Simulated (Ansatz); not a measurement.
Two isomers of C3H7NO: A = `C=C(O)NC`, B = `C/N=C/OC`.

Computed with Ansatz on PBE0-D4/def2-TZVP structures; ΔE is electronic, products minus reactants. CBS: MP2 limit from def2 TZ/QZ plus the TZ coupled-cluster correction, frozen cores. Functionals use def2-TZVPP. One conformer a species, not always the lowest.

A:

Z-matrix (Å, degrees):
```
C
N 1 1.436
H 1 1.099 2 113.0
H 1 1.090 2 109.0 3 121.1
H 1 1.093 2 110.0 3 -120.8
C 2 1.366 1 120.1 3 57.5
H 2 1.007 1 116.8 3 -86.5
O 6 1.358 2 109.5 1 -171.8
C 6 1.341 2 126.5 1 9.6
H 8 0.961 6 108.1 2 176.1
H 9 1.078 6 121.5 2 -3.9
H 9 1.082 6 120.4 2 174.2
```

B:

Z-matrix (Å, degrees):
```
C
N 1 1.439
H 1 1.100 2 113.8
H 1 1.093 2 109.7 3 -121.4
H 1 1.093 2 109.7 3 121.4
C 2 1.256 1 117.6 3 -0.0
O 6 1.334 2 124.1 1 180.0
H 6 1.095 2 125.5 1 -0.0
C 7 1.420 6 115.6 2 0.0
H 9 1.092 7 110.7 6 60.0
H 9 1.092 7 110.7 6 -60.1
H 9 1.088 7 105.9 6 180.0
```

(1) Which isomer does CCSD(T)/CBS put lower? Give the gap. (Estimate.)

(2) Give E(B) − E(A) in kcal/mol with BLYP-D4, B2PLYP, CCSD(T)/def2-TZVPP, PBE0-D4, PBE-D4, MP2/def2-TZVPP, LDA (SPW92). (An estimate is asked.)

(3) Does the order hold for the free energy at 298.15 K (harmonic terms from PBE0-D4)? (Best estimate.)

Largest T1 diagnostic: 0.013.

Results:

(1) Computed: A, by 3.8 kcal/mol.

(2) The calculation gave: BLYP-D4 1.5, B2PLYP 2.3, CCSD(T)/def2-TZVPP 2.2, PBE0-D4 4.8, PBE-D4 3.4, MP2/def2-TZVPP 3.6, LDA (SPW92) 7.0. None reverses the order clearly.

(3) Computed: Yes: G(B) − G(A) = +3.8 kcal/mol, for one conformer each.

From PBE to PBE0 (25 % exact exchange), in def2-TZVPP and without D4, E(B) − E(A) moves by +1.4 kcal/mol. At CCSD(T), def2-SVP lies −4.4 kcal/mol from the extrapolated value and def2-TZVPP −1.6 kcal/mol.
